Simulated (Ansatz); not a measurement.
# AlH₆OSi+ (SMILES [OH2+][AlH][SiH3]): a rigid scan of the bond length Si3–H7

An exercise on one series of results from a longer session: the logs are not shown, and one member is left open.

The runs use Ansatz 0.2.0, Gaussian basis; single points in def2-TZVPP.

Levels: PBE-D4, r2SCAN-D4, PBE0-D4, B3LYP-D4, wB97M-V, Hartree-Fock, MP2, CCSD, CCSD(T). The scan takes 1.215, 1.277, 1.369, 1.476, 1.594, 1.721, 1.857, 1.999, 2.148 Å.

Cores are frozen in the correlated methods. B3LYP uses VWN-RPA correlation.

156 further runs of the same task are left out: 156 set aside as unsound or not needed.

### Starting geometry

SMILES `[OH2+][AlH][SiH3]`, 9 atoms, charge 1, spin multiplicity 1.

Atoms are counted from 1 here; the program's logs count them from 0.

Bond lengths: O1–Al2 1.888 Å, O1–H4 0.973 Å, O1–H5 0.979 Å, Al2–Si3 2.422 Å, Al2–H6 1.558 Å, Si3–H7 1.471 Å, Si3–H8 1.483 Å, Si3–H9 1.477 Å. Angles: Al2–O1–H4 137.4°, Al2–O1–H5 114.0°, H4–O1–H5 108.6°, O1–Al2–Si3 127.3°, O1–Al2–H6 85.6°, Si3–Al2–H6 147.1°, Al2–Si3–H7 110.0°, Al2–Si3–H8 105.6°, Al2–Si3–H9 108.6°, H7–Si3–H8 111.3°, H7–Si3–H9 111.7°, H8–Si3–H9 109.3°.

Coordinates:

```xyz
9

O    -1.4149    0.8854   -1.1322
Al    0.1467    0.7687   -0.0775
Si    1.0607   -1.2104    0.9790
H    -2.1091    0.2844   -1.4536
H    -1.6020    1.7858   -1.4682
H     0.2925    2.2976   -0.3371
H     2.5111   -1.0551    1.1671
H     0.7527   -2.3326    0.0602
H     0.3623   -1.4239    2.2623
```

Set-up of the first run:

Contents of relax/in.yaml:

```yaml
crystal:
  periodic: [false, false, false]
  atoms:
    - {symbol: O, position_ang: [-1.414890, 0.885400, -1.132200]}
    - {symbol: Al, position_ang: [0.146720, 0.768730, -0.077550]}
    - {symbol: Si, position_ang: [1.060730, -1.210350, 0.978970]}
    - {symbol: H, position_ang: [-2.109130, 0.284410, -1.453640]}
    - {symbol: H, position_ang: [-1.602030, 1.785800, -1.468210]}
    - {symbol: H, position_ang: [0.292510, 2.297650, -0.337050]}
    - {symbol: H, position_ang: [2.511070, -1.055100, 1.167110]}
    - {symbol: H, position_ang: [0.752680, -2.332610, 0.060230]}
    - {symbol: H, position_ang: [0.362330, -1.423940, 2.262340]}
basis:
  gaussian: {orbitals: def2-TZVP}
total_charge: 1
hamiltonian: {xc: pbe0, dispersion: d4}
relax: {f_tol: 0.005, max_steps: 200}
```

Launch:

```sh
$ ansatz run in.yaml --threads 2 --pin off --events-out ev --progress --plain --max-ram 4352MiB
```

Steps of the session up to this table: Relaxation at PBE0-D4; Reference energies at the minimum; Si3–H7 = 1.215 Å; Si3–H7 = 1.277 Å; Si3–H7 = 1.369 Å; Si3–H7 = 1.476 Å; Si3–H7 = 1.594 Å; Si3–H7 = 1.721 Å; Si3–H7 = 1.857 Å; Si3–H7 = 1.999 Å; Si3–H7 = 2.148 Å.

One table of the session follows, with a row left open; its other results are not shown here.

Energies less that of the minimum at the same level (kcal/mol):

```
bond length (Å)  PBE-D4  PBE0-D4  B3LYP-D4  wB97M-V  Hartree-Fock
          1.215    23.3     22.5      21.6     21.2          21.8
          1.277    12.6     12.0      11.3     11.0          11.3
          1.369     3.5      3.1       2.8      2.6           2.6
          1.476     0.0      0.0       0.0      0.0           0.0
1.481 (minimum)     0.0      0.0       0.0      0.0           0.0
          1.594     1.8      2.3       2.5      2.8           3.0
          1.721       ?        ?         ?        ?             ?
          1.857    15.9     17.7      17.7     19.5          20.8
          1.999    25.9     28.6      28.3     30.8          33.2
          2.148    36.7     40.3      39.8     42.9          46.5
```

Estimate the missing values for bond length (Å) = 1.721.

Worked estimate for «PBE-D4». A straight line through the neighbours (1.594, 1.8) and (1.857, 15.9) gives 1.8 + (15.9 − 1.8) × (1.721 − 1.594) / (1.857 − 1.594) = 8.6; a parabola fitted to 4 rows on both sides gives 7.5.

**Answer.** PBE-D4: 7.6; PBE0-D4: 8.7; B3LYP-D4: 8.9; wB97M-V: 9.7; Hartree-Fock: 10.3. In «PBE-D4» the line misses by +1.0 and the parabola by -0.1.

Caveats from the session: A polynomial through the near points puts the CCSD(T) minimum 0.006 Å below the PBE0-D4 value.
